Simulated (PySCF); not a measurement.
Gas-phase reaction: ethylsilane → H2CSiH2 + CH4

Computed with PySCF and rigid-rotor harmonic-oscillator thermochemistry at 1 bar. † marks an energy on the PBE0/def2-TZVP geometry and frequencies; other levels use their own. MP2 and CCSD(T) freeze the core. All species are closed-shell singlets. H2CSiH2: computed as isolated molecules; such fragments, hydroxides, amides, oligomers or adducts are transient or little studied in the gas. MP2 isn't extrapolated to the basis-set limit; its ΔH°(298 K) is 168.3 kJ in def2-SVP and 160.2 kJ in def2-TZVPP. CCSD(T) isn't extrapolated to the basis-set limit; its ΔH°(298 K) is 158.7 kJ in def2-SVP and 153.4 kJ in def2-TZVPP. The harmonic model lacks anharmonicity and excited electronic states, which grow with temperature; levels with a mode under 35 cm⁻¹ are left out. Internal rotation in ethylsilane is treated as a harmonic vibration of one conformer, which makes the entropy rough.

```tsv
level	ΔE electronic, kJ	ΔH°(298 K), kJ	ΔS°(298 K), J/K	ΔG°(1800 K), kJ
BLYP/def2-TZVP†	127	120	133	-109
CCSD(T)/def2-TZVPP†	161	153	133	-76
M06-2X/def2-TZVP†	169	162	133	-67
MP2/def2-SVP†	176	168	133	-61
PBE0/def2-TZVP	171	164	133	-65
r2SCAN/def2-TZVP†	163	156	133	-73
LDA/def2-TZVP†	186	178	133	-51
ωB97M-V/def2-TZVP†	170	162	133	-67
ωB97X-V/def2-TZVP†	183	175	133	-54
```
ΔH° is lowest at BLYP/def2-TZVP† and highest at LDA/def2-TZVP†. No reference value is set beside these.
